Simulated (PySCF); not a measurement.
## Threshold energies of F2 in a plasma

CCSD(T) in PySCF with def2-TZVPPD on every atom, for the lowest determinant that a PBE0 search found; no spin–orbit coupling.

```csv
species,state (unpaired electrons),Re (Å),ωe (cm⁻¹),energy of the minimum from the neutral (eV),De (eV),dissociates to
F2,singlet (closed shell),1.418,913,0.00,1.52,F + F
F₂⁺,doublet (π ↑),1.313,1114,15.57,3.14,F⁺ + F
F₂⁻,doublet (σ ↑),1.936,432,-2.90,1.16,F + F⁻
```

Task: Work out the lowest energy to break F2 into atoms, from its vibrational ground state.

Result: D0 = De − ωe/2 = 1.52 − 0.06 = 1.46 eV (CCSD(T)/def2-TZVPPD).

Task: Work out the ionisation energy of the F atom at this level and the threshold of dissociative ionisation.

Result: IE(F) = 15.57 + 3.14 − 1.52 = 17.19 eV, so F⁺ + F + e⁻ appears at D0 + IE(F) = 18.65 eV (CCSD(T)/def2-TZVPPD). The measured IE(F) is 17.423 eV (NIST ASD).

Task: Work out the electron affinity of the F atom and the threshold of dissociative attachment.

Result: EA(F) = 1.52 − 1.16 − (-2.90) = 3.26 eV, so F + F⁻ needs D0 − EA(F) = -1.80 eV (negative: it is exothermic at zero electron energy) (CCSD(T)/def2-TZVPPD). The measured EA(F) is 3.401 eV.

Task: At which energy does ion-pair formation open?

Result: F⁺ + F⁻ lies at D0 + IE(F) − EA(F) = 15.39 eV (CCSD(T)/def2-TZVPPD).

These are thermodynamic thresholds; the onsets seen under electron impact lie higher where the geometry changes, and cross-sections peak well above them.

Correlated steps freeze 2 core orbitals. Where the molecule has an RHF reference, its open-shell atoms are computed with UHF. States were picked by a PBE0 search and need not be the measured ground states.
